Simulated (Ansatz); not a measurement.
# CH4Si (SMILES C=[SiH2]) at BCCD(T)/STO-3G

Aim: the energy change on altering one bond length of CH4Si at BCCD(T)/STO-3G, from 2 runs. 

The calculation is run with Ansatz 0.2.0.

43 further runs of the same task are left out: 43 set aside as unsound or not needed.

**1. The structure to begin with**

CH4Si has 6 atoms, charge 0, and is taken as a singlet. As SMILES, `C=[SiH2]`. Geometry: relaxed at GFN2-xTB.

Bond lengths: C1–Si2 1.748 Å, C1–H3 1.077 Å, C1–H4 1.077 Å, Si2–H5 1.458 Å, Si2–H6 1.458 Å. Angles: C1–Si2–H5 124.5°, C1–Si2–H6 124.6°, Si2–C1–H3 122.4°, Si2–C1–H4 122.5°, H5–Si2–H6 110.9°, H3–C1–H4 115.0°.

**2. A single-point energy at BCCD(T)/STO-3G**

in.yaml

```yaml
crystal:
  periodic: [false, false, false]
  atoms:
    - symbol: C
      position_ang: [-0.738690, -0.547160, -0.265100]
    - symbol: Si
      position_ang: [0.611270, 0.451760, 0.218260]
    - symbol: H
      position_ang: [-1.408510, -0.996610, 0.448130]
    - symbol: H
      position_ang: [-0.962920, -0.758160, -1.296740]
    - symbol: H
      position_ang: [0.952980, 0.765970, 1.600750]
    - symbol: H
      position_ang: [1.545870, 1.084200, -0.705300]
basis:
  gaussian:
    orbitals: STO-3G
correlation:
  method: bccd_t
  frozen_orbitals: {C: 1, H: 0, Si: 5}
accuracy: high
scf:
  omitted_lower_state_checks: [cluster_reference, increment]
```

On the command line:

```
$ ansatz run in.yaml --threads 1 --pin off --max-ram 2610MiB --events-out events.jsonl --progress --plain --runs-dir runs
```

Log, shortened:

```text
Warning: RAYON_NUM_THREADS=1 ignored (pool sized by the plan → 1); use --threads N
Functional definition: HF
  name "HF"
[...]
310 factors; integrals over basis functions are off by at most 1.1e-8 eV
[...]
mean field -8849.52545805 eV, -325.2140621594 hartree, gradient 2.9e-8 eV, S^2 0.000000; 0 other end points of the search recorded, 0 dependent functions left out; unrestricted orbitals would lower it
6 core orbitals not correlated: weight in the atoms' cores, before any rotation towards them, 0.999 or more for the frozen orbitals, at most 0.000 for the correlated occupied ones
reference -8849.52545805 eV, -325.2140621594 hartree; 6, 6 occupied and 6, 6 virtual orbitals, 310 factors
second order -3.33090544 eV of doubles, -0.00000000 eV of singles
cycle   1  -3.91403115 eV  change   -5.8e-1 eV  update   9.1e-2
[...]
cycle  22  -4.41604385 eV  change  -2.7e-11 eV  update  9.5e-11
perturbative correction -0.03934585 eV, -0.0014459334 hartree
Total energy: -8853.98084775 eV, -325.3777947109 hartree
Checks for a lower state left out: cluster_reference, increment
```

It took 0.18 s on 1 thread of Arm Neoverse V1, shared host.

**3. The distorted shape, same level**

run.yaml

```yaml
crystal:
  periodic: [false, false, false]
  atoms:
    - {symbol: C, position_ang: [-0.972352, -0.705278, -0.034198]}
    - {symbol: Si, position_ang: [0.377608, 0.293642, 0.449162]}
    - {symbol: H, position_ang: [-1.642172, -1.154728, 0.679032]}
    - {symbol: H, position_ang: [-1.196582, -0.916278, -1.065838]}
    - {symbol: H, position_ang: [0.719318, 0.607852, 1.831652]}
    - {symbol: H, position_ang: [1.545870, 1.084200, -0.705300]}
basis:
  gaussian:
    orbitals: STO-3G
correlation:
  method: bccd_t
  frozen_orbitals: {C: 1, H: 0, Si: 5}
accuracy: high
scf:
  omitted_lower_state_checks: [cluster_reference, increment]
```

On the command line:

```
$ ansatz run run.yaml --threads 1 --pin off --max-ram 2610MiB --events-out events.jsonl --progress --plain --runs-dir runs
```

Log, shortened:

```text
Warning: RAYON_NUM_THREADS=1 ignored (pool sized by the plan → 1); use --threads N
[... 2 set-up lines as earlier in the session ...]
[...]
310 factors; integrals over basis functions are off by at most 1.2e-8 eV
[...]
mean field -8847.99212439 eV, -325.1577131868 hartree, gradient 4.9e-8 eV, S^2 0.000000; 1 other end points of the search recorded, 0 dependent functions left out; unrestricted orbitals would lower it
6 core orbitals not correlated: weight in the atoms' cores, before any rotation towards them, 1.000 or more for the frozen orbitals, at most 0.000 for the correlated occupied ones
reference -8847.99212439 eV, -325.1577131868 hartree; 6, 6 occupied and 6, 6 virtual orbitals, 310 factors
second order -3.55719236 eV of doubles, -0.00000000 eV of singles
cycle   1  -4.21983571 eV  change   -6.6e-1 eV  update   1.0e-1
[...]
cycle  23  -4.80701972 eV  change  -2.5e-11 eV  update  3.4e-10
perturbative correction -0.05346855 eV, -0.0019649328 hartree
Total energy: -8852.85261265 eV, -325.3363328358 hartree
Checks for a lower state left out: cluster_reference, increment
```

It took 0.18 s on 1 thread of Arm Neoverse V1, shared host.

**4. Results**

At BCCD(T)/STO-3G, 6 core orbitals frozen:

```
                                                          quantity          value
                                         first shape: total energy  -325.37779 Eh
          first shape: correlation energy (6 core orbitals frozen)     -163.7 mEh
                                       first shape: (T) correction      -1.45 mEh
                                     distorted shape: total energy  -325.33633 Eh
      distorted shape: correlation energy (6 core orbitals frozen)     -178.6 mEh
                                   distorted shape: (T) correction      -1.96 mEh
energy change with the Si2–H6 bond stretched from 1.458 to 1.823 Å       1.128 eV
```

In words: With the Si2–H6 bond stretched from 1.458 to 1.823 Å the energy rises by 1.13 eV (109 kJ/mol). The first shape isn't relaxed at this level, so the change isn't measured from a minimum. The minimal basis adds a large error of its own. The restricted solution (first shape) is unstable to spin breaking: an unrestricted one lies lower. The triples (first shape) make up 0.9 % of the correlation energy. The restricted solution (distorted shape) is unstable to spin breaking: an unrestricted one lies lower. The triples (distorted shape) make up 1.1 % of the correlation energy.
